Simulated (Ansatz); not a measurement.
Ansatz (a first-principles code) input (B3LYP/6-31G*):

Ansatz 0.2 input:
```yaml
crystal:
  periodic: [false, false, false]
  atoms:
    - {symbol: O, position_ang: [1.07780897, -0.19177715, 0.05532133]}
    - {symbol: N, position_ang: [-0.00673727, 0.47049635, 0.01042232]}
    - {symbol: O, position_ang: [-1.07191385, -0.21990715, -0.06444087]}
basis:
  gaussian:
    orbitals: 6-31G*
hamiltonian:
  xc: {name: B3LYP}
total_charge: -1
phonons: {temperatures: {t_min: 298.15, t_max: 298.15, t_step: 100}}
```

Question: Which harmonic wavenumbers does it give?

Answer: 793, 1340, 1377 cm⁻¹ (unscaled; negative means imaginary).
